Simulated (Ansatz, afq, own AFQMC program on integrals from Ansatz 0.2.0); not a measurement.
# Where AFQMC and coupled cluster stand for BSiH₂, quartet

```yaml
atoms:
  - { symbol: Si, position_ang: [0.0000, 0.0000, 0.6500] }
  - { symbol: B, position_ang: [0.0000, 0.0000, -1.3428] }
  - { symbol: H, position_ang: [0.0000, -1.0760, -1.8539] }
  - { symbol: H, position_ang: [0.0000, 1.0760, -1.8539] }
```

Connectivity, by distances: Si–BH2.

Basis cc-pVDZ. Noble-gas cores (and the filled d shells of Ga–Kr and In–Xe) are frozen. AFQMC by an in-house program on the Cholesky factors that Ansatz 0.2.0 writes for its CCSD(T) run. The CISD trial takes its coefficients from CCSD amplitudes. Released means that phaseless walkers are propagated on without the constraint, phases kept. Free projection: walkers drawn from exp(T), propagated without any constraint. Its projection time is finite, and what remains of the start isn't in its error. Uncertainties: one standard error, sampling alone.

Determinant: UHF, the one that the program's search chose, which needn't be the lowest solution. The geometry is a point of a scan.

No full CI on the walks' own integrals is used here; CCSDT(Q) serves as the reference and is uncertain by about the last step of the cluster series.

Cautions: lower spins were not checked.

The T1 diagnostic is 0.0396 and the weight of the determinant in the CISD state is 0.868. The ⟨S²⟩ of the determinant is 3.753. The size of the correlated space is 9 electrons in 36 orbitals.

Reference: CCSDT(Q), correlation energy -4.779 eV. The released energy is read at 2.40 1/Eh (meV from the phaseless value at times in 1/Eh: 3 ± 12 at 0.24, 3 ± 11 at 0.51, -2 ± 11 at 0.99, 1 ± 9 at 1.62, -4 ± 10 at 2.40).

```tsv
level	E − E(reference) (kJ/mol)	share of correlation (%)
HF	461.1	0.00
MP2	109.3	76.30
CCSD	19.7	95.72
CCSD(T)	4.7	98.99
CCSDT	0.9	99.81
ph-AFQMC/CISD	-0.8 ± 0.9	100.17
released AFQMC	-1.1 ± 1.0	100.25
free AFQMC	-0.9 ± 1.7	100.19
```

Free projections are given only where their last times agree within the noise and don't stop above the reference; a slow remainder of the start can still hide under it. A walk keeps the symmetry of its determinant, which the program's search chose and which needn't be the lowest solution, so a lower state of the same spin and another symmetry isn't excluded. Released energies are given only where the last usable release times agree within the noise; a slower fall can still hide under it.
